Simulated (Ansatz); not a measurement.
Chromium, bcc: convergence with the k-point mesh

Computed with Ansatz, r²SCAN, scalar-relativistic PAW, on the relaxed cell (a = 2.830 Å; non-magnetic). Errors count from a run at 500 eV on a Γ-centred 25×25×25 mesh with Fermi-Dirac smearing of 0.05 eV, extrapolated to zero width. Fixed here: cutoff 500 eV, Fermi-Dirac width 0.05 eV.

| k-mesh | E(σ→0) error (meV/atom) | P (GPa) | SCF iterations |
| --- | --- | --- | --- |
| 2×2×2 | 780.9 | 5.33 | 13 |
| 4×4×4 | 31.7 | -1.77 | 18 |
| 5×5×5 | 3.6 | 0.30 | 26 |
| 7×7×7 | 26.6 | -0.15 | 25 |
| 9×9×9 | -11.1 | -0.17 | 18 |
| 16×16×16 | -5.1 | -0.12 | 17 |
| 22×22×22 | -0.9 | -0.10 | 20 |

What does the run at 12×12×12 give (k-mesh)?

E(σ→0) error (meV/atom): -6.1; P (GPa): -0.65; SCF iterations: 18.

Within 5 meV/atom of the last row: from 16×16×16 on.
